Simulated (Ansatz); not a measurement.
# BH4OSi: the cost of one run

Method: UKS PBE0/def2-SVP, in Ansatz 0.2.0.

## (1) The structure to begin with

Bond lengths: O1–B2 1.227 Å, B2–Si3 2.156 Å, B2–H4 1.173 Å, Si3–H5 1.465 Å, Si3–H6 1.460 Å, Si3–H7 1.460 Å. Angles: O1–B2–Si3 108.9°, O1–B2–H4 140.1°, Si3–B2–H4 111.0°, B2–Si3–H5 110.6°, B2–Si3–H6 106.9°, B2–Si3–H7 106.6°, H5–Si3–H6 110.4°, H5–Si3–H7 110.4°, H6–Si3–H7 111.7°.

As a file:

```xyz
7

O    -1.6584   -1.0818    0.5530
B    -0.4877   -1.1976    0.2039
Si    0.3365    0.7651   -0.1358
H     0.3116   -2.0310   -0.0030
H     1.7478    0.6717   -0.5188
H     0.1954    1.5073    1.1137
H    -0.4451    1.3663   -1.2131
```

## (2) Relaxing end A

input.yaml

```yaml
crystal:
  periodic: [false, false, false]
  atoms:
    - { symbol: O, position_ang: [-1.65842, -1.08178, 0.55302] }
    - { symbol: B, position_ang: [-0.48769, -1.19759, 0.20393] }
    - { symbol: Si, position_ang: [0.33647, 0.76507, -0.13578] }
    - { symbol: H, position_ang: [0.3116, -2.031, -0.003] }
    - { symbol: H, position_ang: [1.74779, 0.6717, -0.51883] }
    - { symbol: H, position_ang: [0.19538, 1.50726, 1.11372] }
    - { symbol: H, position_ang: [-0.44513, 1.36635, -1.21306] }
magnetization:
  spin_polarized: true
  initial_magnetization: 1
basis:
  gaussian: { orbitals: def2-SVP }
hamiltonian:
  xc: pbe0
relax:
  f_tol: 0.015
  max_steps: 40
```

Run with:

```sh
$ ansatz run input.yaml --threads 1 --pin off --max-ram 2048MiB --backend cpu --events-out ev --progress --plain --runs-dir out
```

Q: Estimate wall time and peak memory on 1 thread of AMD EPYC (Zen 3), shared host.

About 42 s, with a peak of 0.16 GiB.
